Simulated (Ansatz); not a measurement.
# H₂S₂, SMILES SS: a composite energy at a relaxed geometry

Computed with the Python package of Ansatz (0.2.0).

`h2s2.py`
```python
# -*- coding: utf-8 -*-
"""A composite energy for H2S2: DFT geometry, MP2 basis limit, coupled-cluster correction."""

import ansatz as az
from ase import Atoms
import numpy as np

atoms = Atoms(["S", "S", "H", "H"], positions=[
    (0.8486, -0.8313, 0.1849),
    (0.0726, 1.1242, 0.0275),
    (-0.2432, -1.3571, 0.8312),
    (-0.6225, 1.0039, -1.0639),
])
molecule = az.Crystal.molecule_from_ase(atoms)

model = (
    molecule.calculation()
    .basis(gaussian="def2-SVP")
    .functional("PBE0", dispersion="d4")
)
symbols = [site.symbol for site in molecule.cartesian_sites]
start = np.array([site.position_ang for site in molecule.cartesian_sites], dtype=float)
data = model.relax(force_tolerance=0.01).run(threads=1, backend="cpu").report
end = np.array(data["positions_ang"])
print("final positions (A) and the move of each atom")
for symbol, xyz, old in zip(symbols, end, start):
    print(f"{symbol:2s} {xyz[0]:10.5f} {xyz[1]:10.5f} {xyz[2]:10.5f}   {np.linalg.norm(xyz - old):7.4f}")

minimum = az.Crystal.molecule()
for symbol, place in zip(symbols, end):
    minimum = minimum.atom(symbol, place.tolist())
at_minimum = minimum.calculation()
# MP2 extrapolated to the basis limit, plus the small-basis difference CCSD(T) - MP2
level = lambda method, basis: at_minimum.basis(gaussian=basis).correlation(method).run(threads=1, backend="cpu").report
small, large, cluster = level("mp2", "cc-pVDZ"), level("mp2", "cc-pVTZ"), level("ccsd_t", "cc-pVDZ")
corr = lambda each: (each["free_energy_ev"] - each["reference_energy_ev"]) / 27.211386246
mp2_limit = (27 * corr(large) - 8 * corr(small)) / 19
pieces = {"HF / cc-pVTZ": large["reference_energy_ev"] / 27.211386246, "MP2 correlation, DZ-TZ limit": mp2_limit, "CCSD(T) - MP2 / cc-pVDZ": corr(cluster) - corr(small)}
for name, value in pieces.items():
    print(f"{name:32s} {value:14.6f} Ha")
print(f"{'sum':32s} {sum(pieces.values()):14.6f} Ha")
print("T1 diagnostic", round(cluster["correlation"]["coupled_cluster"]["t1_diagnostic"], 4))
```

`python h2s2.py` gives:
```text
final positions (A) and the move of each atom
S     0.80338   -0.81738    0.16117    0.0529
S     0.07216    1.11925    0.06251    0.0354
H    -0.21404   -1.37473    0.86229    0.0461
H    -0.60600    1.01256   -1.10627    0.0463
HF / cc-pVTZ                        -796.260370 Ha
MP2 correlation, DZ-TZ limit          -0.394065 Ha
CCSD(T) - MP2 / cc-pVDZ               -0.042312 Ha
sum                                 -796.696747 Ha
T1 diagnostic 0.0092
```

Reading the output:
- These settings explore the input space; basis and method may be short of convergence.
- The sum leaves out core correlation, relativity, the Hartree-Fock basis error and zero-point energy; a DZ-TZ extrapolation is rough.
- Inner cores stay frozen, so this is valence correlation.
- For Al to Cl the sets with a tight d function, cc-pV(X+d)Z, are usual.
- An extrapolation from small basis sets is rough.
- It ran for 7.1 s on 1 thread of Arm Neoverse V1, with other jobs on the host, peak memory 0.21 GiB.
